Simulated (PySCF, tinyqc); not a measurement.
Worked calculation: RHF in the sto-3g basis, for CH2, spin multiplicity 1. The lowest restricted solution is unstable here: a spin-polarised one lies 0.0360 hartree lower (PySCF). One step of it, computed by the program tinyqc.

Question. Iteration 2: building the Fock matrix. J_ij = sum D_kl (ij|kl), K_ij = sum D_kl (ik|jl); F = H + J - 0.5 K; E = tr D H + tr D J / 2 - 0.25 tr D K + E_nn.

D after iteration 1, order 1C 1s, 1C 2s, 1C 2px, 1C 2py, 1C 2pz, 2H 1s, 3H 1s:
```
[[2.093042, -0.349031, -0.049466, -0.127249, 0.047651, -0.041724, -0.137497],
 [-0.349031, 1.372629, 0.194609, 0.522289, -0.212101, 0.159111, 0.327280],
 [-0.049466, 0.194609, 0.622334, -0.101668, -0.885745, -0.071224, 0.001464],
 [-0.127249, 0.522289, -0.101668, 1.007099, 0.095013, 0.216129, -0.537598],
 [0.047651, -0.212101, -0.885745, 0.095013, 1.271729, 0.097315, 0.083053],
 [-0.041724, 0.159111, -0.071224, 0.216129, 0.097315, 0.054852, -0.069100],
 [-0.137497, 0.327280, 0.001464, -0.537598, 0.083053, -0.069100, 0.685686]]
```

core Hamiltonian H = T + V (hartree), order 1C 1s, 1C 2s, 1C 2px, 1C 2py, 1C 2pz, 2H 1s, 3H 1s:
```
[[-18.680912, -4.506436, 0.000000, 0.000000, -0.015586, -0.989285, -0.989285],
 [-4.506436, -5.617238, 0.000000, 0.000000, -0.163755, -2.248781, -2.248781],
 [0.000000, 0.000000, -4.493647, 0.000000, 0.000000, 0.000000, 0.000000],
 [0.000000, 0.000000, 0.000000, -4.662009, 0.000000, -1.616276, 1.616276],
 [-0.015586, -0.163755, 0.000000, 0.000000, -4.553890, -1.003542, -1.003542],
 [-0.989285, -2.248781, 0.000000, -1.616276, -1.003542, -3.445468, -0.590373],
 [-0.989285, -2.248781, 0.000000, 1.616276, -1.003542, -0.590373, -3.445468]]
```

Two-electron integrals (ij|kl) in chemists' order, unique and non-zero (hartree):
```
(11|11) 3.541948    (21|11) 0.576921    (21|21) 0.111888    (22|11) 0.854682
(22|21) 0.205284    (22|22) 0.624709    (31|31) 0.020296    (32|31) 0.030858
(32|32) 0.137996    (33|11) 0.852436    (33|21) 0.205335    (33|22) 0.624568
(33|33) 0.672833    (41|41) 0.020296    (42|41) 0.030858    (42|42) 0.137996
(43|43) 0.036269    (44|11) 0.852436    (44|21) 0.205335    (44|22) 0.624568
(44|33) 0.600295    (44|44) 0.672833    (51|51) 0.020296    (52|51) 0.030858
(52|52) 0.137996    (53|53) 0.036269    (54|54) 0.036269    (55|11) 0.852436
(55|21) 0.205335    (55|22) 0.624568    (55|33) 0.600295    (55|44) 0.600295
(55|55) 0.672833    (61|11) 0.126190    (61|21) 0.024326    (61|22) 0.044551
(61|33) 0.044398    (61|41) 0.001277    (61|42) 0.002377    (61|44) 0.044748
(61|51) 0.000764    (61|52) 0.001422    (61|54) 0.000209    (61|55) 0.044523
(61|61) 0.005408    (62|11) 0.302036    (62|21) 0.073511    (62|22) 0.246062
(62|33) 0.240168    (62|41) 0.006008    (62|42) 0.041362    (62|44) 0.253022
(62|51) 0.003594    (62|52) 0.024742    (62|54) 0.007689    (62|55) 0.244767
(62|61) 0.016674    (62|62) 0.126933    (63|31) 0.007484    (63|32) 0.039440
(63|43) 0.008096    (63|53) 0.004843    (63|63) 0.015626    (64|11) 0.220602
(64|21) 0.054387    (64|22) 0.193034    (64|33) 0.183299    (64|41) 0.011360
(64|42) 0.069568    (64|44) 0.208923    (64|51) 0.002319    (64|52) 0.018022
(64|54) 0.010485    (64|55) 0.186674    (64|61) 0.012918    (64|62) 0.118291
(64|64) 0.123865    (65|11) 0.131959    (65|21) 0.032533    (65|22) 0.115469
(65|33) 0.109645    (65|41) 0.002319    (65|42) 0.018022    (65|44) 0.115288
(65|51) 0.008871    (65|52) 0.050220    (65|54) 0.011471    (65|55) 0.121350
(65|61) 0.007727    (65|62) 0.070759    (65|64) 0.064746    (65|65) 0.054355
(66|11) 0.451321    (66|21) 0.111724    (66|22) 0.424986    (66|33) 0.402404
(66|41) 0.011527    (66|42) 0.106374    (66|44) 0.451921    (66|51) 0.006895
(66|52) 0.063630    (66|54) 0.029620    (66|55) 0.420122    (66|61) 0.025718
(66|62) 0.276669    (66|64) 0.284837    (66|65) 0.170383    (66|66) 0.774606
(71|11) 0.126190    (71|21) 0.024326    (71|22) 0.044551    (71|33) 0.044398
(71|41) -0.001277   (71|42) -0.002377   (71|44) 0.044748    (71|51) 0.000764
(71|52) 0.001422    (71|54) -0.000209   (71|55) 0.044523    (71|61) 0.005236
(71|62) 0.015643    (71|64) 0.011029    (71|65) 0.007259    (71|66) 0.023645
(71|71) 0.005408    (72|11) 0.302036    (72|21) 0.073511    (72|22) 0.246062
(72|33) 0.240168    (72|41) -0.006008   (72|42) -0.041362   (72|44) 0.253022
(72|51) 0.003594    (72|52) 0.024742    (72|54) -0.007689   (72|55) 0.244767
(72|61) 0.015643    (72|62) 0.090654    (72|64) 0.060784    (72|65) 0.049142
(72|66) 0.154042    (72|71) 0.016674    (72|72) 0.126933    (73|31) 0.007484
(73|32) 0.039440    (73|43) -0.008096   (73|53) 0.004843    (73|63) 0.010423
(73|73) 0.015626    (74|11) -0.220602   (74|21) -0.054387   (74|22) -0.193034
(74|33) -0.183299   (74|41) 0.011360    (74|42) 0.069568    (74|44) -0.208923
(74|51) -0.002319   (74|52) -0.018022   (74|54) 0.010485    (74|55) -0.186674
(74|61) -0.011029   (74|62) -0.060784   (74|64) -0.031476   (74|65) -0.032309
(74|66) -0.095734   (74|71) -0.012918   (74|72) -0.118291   (74|74) 0.123865
(75|11) 0.131959    (75|21) 0.032533    (75|22) 0.115469    (75|33) 0.109645
(75|41) -0.002319   (75|42) -0.018022   (75|44) 0.115288    (75|51) 0.008871
(75|52) 0.050220    (75|54) -0.011471   (75|55) 0.121350    (75|61) 0.007259
(75|62) 0.049142    (75|64) 0.032309    (75|65) 0.036517    (75|66) 0.088597
(75|71) 0.007727    (75|72) 0.070759    (75|74) -0.064746   (75|75) 0.054355
(76|11) 0.073429    (76|21) 0.017931    (76|22) 0.062151    (76|33) 0.060503
(76|44) 0.062434    (76|51) 0.001456    (76|52) 0.010683    (76|55) 0.063454
(76|61) 0.003969    (76|62) 0.028699    (76|64) 0.023235    (76|65) 0.017583
(76|66) 0.058449    (76|71) 0.003969    (76|72) 0.028699    (76|74) -0.023235
(76|75) 0.017583    (76|76) 0.007958    (77|11) 0.451321    (77|21) 0.111724
(77|22) 0.424986    (77|33) 0.402404    (77|41) -0.011527   (77|42) -0.106374
(77|44) 0.451921    (77|51) 0.006895    (77|52) 0.063630    (77|54) -0.029620
(77|55) 0.420122    (77|61) 0.023645    (77|62) 0.154042    (77|64) 0.095734
(77|65) 0.088597    (77|66) 0.266813    (77|71) 0.025718    (77|72) 0.276669
(77|74) -0.284837   (77|75) 0.170383    (77|76) 0.058449    (77|77) 0.774606
```

nuclear repulsion = 5.78355511 hartree

Give: Coulomb J; exchange K; Fock matrix F; total energy of this density.

Answer.

Coulomb J (hartree), order 1C 1s, 1C 2s, 1C 2px, 1C 2py, 1C 2pz, 2H 1s, 3H 1s:
```
[[11.6097, 2.2437, 0.0090, 0.0108, 0.0037, 0.4902, 0.4886],
 [2.2437, 5.1772, 0.0452, 0.0115, 0.0589, 2.0165, 2.0559],
 [0.0090, 0.0452, 5.1081, -0.0086, -0.0649, 0.0022, 0.0062],
 [0.0108, 0.0115, -0.0086, 5.2254, -0.0208, 1.5717, -1.6249],
 [0.0037, 0.0589, -0.0649, -0.0208, 5.1816, 0.9497, 0.9880],
 [0.4902, 2.0165, 0.0022, 1.5717, 0.9497, 3.4488, 0.5134],
 [0.4886, 2.0559, 0.0062, -1.6249, 0.9880, 0.5134, 3.7016]]
```

exchange K (hartree), order 1C 1s, 1C 2s, 1C 2px, 1C 2py, 1C 2pz, 2H 1s, 3H 1s:
```
[[7.2071, 1.2578, -0.0008, -0.0021, 0.0005, 0.2862, 0.2835],
 [1.2578, 1.7145, 0.1172, 0.1566, 0.0294, 0.7804, 0.8484],
 [-0.0008, 0.1172, 0.7715, -0.0786, -0.5718, -0.0987, -0.0345],
 [-0.0021, 0.1566, -0.0786, 1.4351, -0.0236, 0.5899, -0.6755],
 [0.0005, 0.0294, -0.5718, -0.0236, 1.2671, 0.2843, 0.3642],
 [0.2862, 0.7804, -0.0987, 0.5899, 0.2843, 0.7585, 0.1983],
 [0.2835, 0.8484, -0.0345, -0.6755, 0.3642, 0.1983, 1.2499]]
```

Fock matrix F (hartree), order 1C 1s, 1C 2s, 1C 2px, 1C 2py, 1C 2pz, 2H 1s, 3H 1s:
```
[[-10.6747, -2.8917, 0.0094, 0.0119, -0.0122, -0.6422, -0.6424],
 [-2.8917, -1.2973, -0.0135, -0.0668, -0.1196, -0.6226, -0.6171],
 [0.0094, -0.0135, 0.2287, 0.0308, 0.2210, 0.0515, 0.0235],
 [0.0119, -0.0668, 0.0308, -0.1541, -0.0090, -0.3395, 0.3291],
 [-0.0122, -0.1196, 0.2210, -0.0090, -0.0058, -0.1960, -0.1977],
 [-0.6422, -0.6226, 0.0515, -0.3395, -0.1960, -0.3759, -0.1762],
 [-0.6424, -0.6171, 0.0235, 0.3291, -0.1977, -0.1762, -0.3688]]
```

total energy of this density = -38.083713 hartree
